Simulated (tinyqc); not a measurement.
Inside a calculation. Method: G0W0 on RHF in the sto-3g basis, for H2O, spin multiplicity 1. One step of it, computed by the program tinyqc.

Task: G0W0 on Hartree-Fock: LUMO. W(p,q,m) = sqrt2 sum_ia (pq|ia) (X+Y)_ia,m; Sigma_c(x) = sum_(i,m) W^2/(x - e_i + w_m) + sum_(a,m) W^2/(x - e_a - w_m); solve x = e_p + Sigma_c(x) by Newton steps; Z = 1/(1 - dSigma/dx); 1 hartree = 27.211386 eV.

orbital energies (hartree): MO1 -20.270081, MO2 -1.208377, MO3 -0.535621, MO4 -0.443596, MO5 -0.390401, MO6 0.473231, MO7 0.563738

Two-electron integrals over orbitals (pq|rs), unique and non-zero (hartree):
```
(11|11) 4.746902    (21|11) -0.429307   (21|21) 0.061367    (22|11) 1.021030
(22|21) -0.015285   (22|22) 0.724717    (31|31) 0.010801    (32|31) 0.016975
(32|32) 0.129744    (33|11) 0.764813    (33|21) -0.004775   (33|22) 0.616245
(33|33) 0.593815    (41|11) 0.167148    (41|21) -0.022068   (41|22) 0.012509
(41|33) 0.005620    (41|41) 0.023963    (42|11) -0.150303   (42|21) 0.008145
(42|22) -0.024932   (42|33) 0.003632    (42|41) 0.017879    (42|42) 0.129534
(43|31) -0.002696   (43|32) 0.027090    (43|43) 0.056591    (44|11) 0.925342
(44|21) -0.011122   (44|22) 0.657064    (44|33) 0.564926    (44|41) -0.008403
(44|42) -0.091756   (44|44) 0.694016    (51|51) 0.025960    (52|51) 0.033241
(52|52) 0.150554    (53|53) 0.026544    (54|51) -0.012052   (54|52) -0.044666
(54|54) 0.048125    (55|11) 1.115359    (55|21) -0.012150   (55|22) 0.754851
(55|33) 0.602694    (55|41) 0.004713    (55|42) -0.081527   (55|44) 0.685811
(55|55) 0.880159    (61|11) -0.193179   (61|21) 0.029486    (61|22) -0.001720
(61|33) 0.000758    (61|41) 0.003130    (61|42) 0.021003    (61|44) -0.015652
(61|55) -0.005239   (61|61) 0.025961    (62|11) 0.263408    (62|21) -0.005918
(62|22) 0.130997    (62|33) 0.067438    (62|41) 0.018482    (62|42) 0.032592
(62|44) 0.059939    (62|55) 0.139711    (62|61) 0.010766    (62|62) 0.095231
(63|31) 0.002758    (63|32) -0.034188   (63|43) -0.037281   (63|63) 0.072312
(64|11) 0.274810    (64|21) -0.003708   (64|22) 0.128776    (64|33) 0.050173
(64|41) 0.000606    (64|42) -0.053229   (64|44) 0.132405    (64|55) 0.152577
(64|61) -0.002421   (64|62) 0.058315    (64|64) 0.101221    (65|51) 0.012806
(65|52) 0.050289    (65|54) 0.005956    (65|65) 0.034353    (66|11) 0.789262
(66|21) -0.007564   (66|22) 0.596941    (66|33) 0.550297    (66|41) 0.017625
(66|42) 0.045912    (66|44) 0.546372    (66|55) 0.581265    (66|61) 0.009052
(66|62) 0.093718    (66|64) 0.054913    (66|66) 0.584295    (71|31) 0.014289
(71|32) 0.021437    (71|43) -0.003623   (71|63) 0.003127    (71|71) 0.018932
(72|31) 0.014816    (72|32) 0.054295    (72|43) -0.031356   (72|63) 0.030090
(72|71) 0.018769    (72|72) 0.067786    (73|11) 0.370120    (73|21) -0.007004
(73|22) 0.163603    (73|33) 0.088971    (73|41) -0.000290   (73|42) -0.079918
(73|44) 0.138543    (73|55) 0.202609    (73|61) -0.005768   (73|62) 0.067131
(73|64) 0.104187    (73|66) 0.045648    (73|73) 0.161655    (74|31) -0.008338
(74|32) -0.073258   (74|43) -0.014975   (74|63) 0.054369    (74|71) -0.011045
(74|72) -0.016562   (74|74) 0.072498    (75|53) 0.023843    (75|75) 0.024694
(76|31) 0.007400    (76|32) 0.083804    (76|43) 0.062594    (76|63) -0.063609
(76|71) 0.009567    (76|72) -0.005363   (76|74) -0.061217   (76|76) 0.110634
(77|11) 0.829184    (77|21) -0.008669   (77|22) 0.605348    (77|33) 0.580975
(77|41) 0.003802    (77|42) -0.016825   (77|44) 0.574230    (77|55) 0.604705
(77|61) -0.003347   (77|62) 0.059860    (77|64) 0.050208    (77|66) 0.550081
(77|73) 0.091645    (77|77) 0.592115
```

excitation energies w (hartree): 0.929802  1.002310  1.006190  1.037635  1.235390  1.406049  1.900008  1.906268  20.795173  20.871662

X + Y:
```
            1         2          3          4          5          6          7          8
1>6  0.000000  0.000000   0.000068   0.000000   0.000000   0.001662  -0.001614   0.000000
1>7  0.000000  0.000000   0.000000  -0.001559   0.001085   0.000000   0.000000  -0.003559
2>6  0.000000  0.000000  -0.062049   0.000000   0.000000  -0.315395   0.899667   0.000000
2>7  0.000000  0.000000   0.000000  -0.090425  -0.028693   0.000000   0.000000   0.961582
3>6  0.000000  0.000000   0.000000   0.698856   0.634701   0.000000   0.000000   0.048046
3>7  0.000000  0.000000  -0.420600   0.000000   0.000000   0.779783   0.186936   0.000000
4>6  0.000000  0.000000   0.872671   0.000000   0.000000   0.301203   0.110014   0.000000
4>7  0.000000  0.000000   0.000000  -0.691726   0.642410   0.000000   0.000000  -0.022984
5>6  0.963760  0.000000   0.000000   0.000000   0.000000   0.000000   0.000000   0.000000
5>7  0.000000  0.975674   0.000000   0.000000   0.000000   0.000000   0.000000   0.000000

             9         10
1>6   0.998752   0.000000
1>7   0.000000   0.999092
2>6   0.000169   0.000000
2>7   0.000000   0.000308
3>6   0.000000   0.000029
3>7  -0.000059   0.000000
4>6  -0.000021   0.000000
4>7   0.000000  -0.000102
5>6   0.000000   0.000000
5>7   0.000000   0.000000
```

Give: The 12 largest terms at x = e_p; Newton steps; quasiparticle energy of the LUMO; Hartree-Fock value.

Result:

The 12 largest terms at x = e_p (hartree; W for the signs of X + Y given):

| q | m | W | term |
|---|---|---|---|
| 6 | 7 | 0.140 | -0.010 |
| 7 | 5 | -0.112 | -0.010 |
| 4 | 6 | 0.132 | 0.008 |
| 2 | 7 | 0.148 | 0.006 |
| 3 | 5 | 0.113 | 0.006 |
| 4 | 7 | 0.117 | 4.90e-03 |
| 4 | 3 | 0.058 | 1.74e-03 |
| 5 | 1 | 0.047 | 1.22e-03 |
| 6 | 3 | 0.032 | -1.04e-03 |
| 2 | 6 | 0.056 | 1.03e-03 |
| 6 | 6 | 0.032 | -7.26e-04 |
| 3 | 8 | 0.044 | 6.66e-04 |

Newton steps (hartree):

| step | x | Sigma_c(x) | Z |
|---|---|---|---|
| 0 | 0.473 | 0.008 | 0.975 |
| 1 | 0.481 | 0.007 | 0.975 |
| 2 | 0.481 | 0.007 | 0.975 |

quasiparticle energy of the LUMO = 13.078 eV

Hartree-Fock value = 12.877 eV
